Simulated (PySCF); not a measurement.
# [BFH3]-: computed shieldings and shifts

[BFH3]-, point group C3v.

Bonds (- single, = double, # triple, : aromatic): B1-F2 1.438 Å. B1 carries H3, H4, H5. Formal charges: B1 -1.

Total charge -1.

GIAO calculations in PySCF 2.14 on the PBE0-D3(BJ)/def2-SVP structure: isolated species, non-relativistic, equivalent atoms averaged; basis pcSseg-1.

**Question.** Give the isotropic shieldings (ppm) with KT2, PBE0.

**Answer.** 
```csv
atoms,environment,KT2,PBE0
F2,fluorine bonded to B,463.9,472.8
B1,"boron bonded to F, 3 H",109.7,111.2
H3/H4/H5,hydrogen on a boron bonded to F,27.72,28.03
HOMO–LUMO gap (eV),–,7.08,9.35
```

**Question.** And the chemical shifts, against references computed in the same way?

**Answer.** 
| atoms | nucleus, reference | KT2 | PBE0 |
| --- | --- | --- | --- |
| F2 | ¹⁹F, CFCl3 | -325.3 | -295.6 |
| B1 | ¹¹B, BF3·OEt2 | -9.8 | -10.5 |
| H3/H4/H5 | ¹H, TMS | 3.46 | 3.24 |

**Question.** Which part of the shielding of F2 depends on the functional?

**Answer.** Diamagnetic: KT2 474, PBE0 472 ppm; paramagnetic: KT2 -10, PBE0 0 ppm. The diamagnetic part, set mainly by inner electrons, hardly moves; the paramagnetic part goes with low-lying magnetically allowed excitations and carries the spread.

**Question.** What couplings does B3LYP/pcJ-1 give?

**Answer.** ¹J(B1,F2) = -132.7, ¹J(B1,H3) = 97.7, ²J(F2,H3) = 47.6, ²J(H3,H4) = -5.7 Hz (averaged over equivalent pairs; isotopes ¹¹B, ¹⁹F, ¹H).

Unscaled 19F shifts against computed CFCl3 carry errors that often reach 10 to 50 ppm.
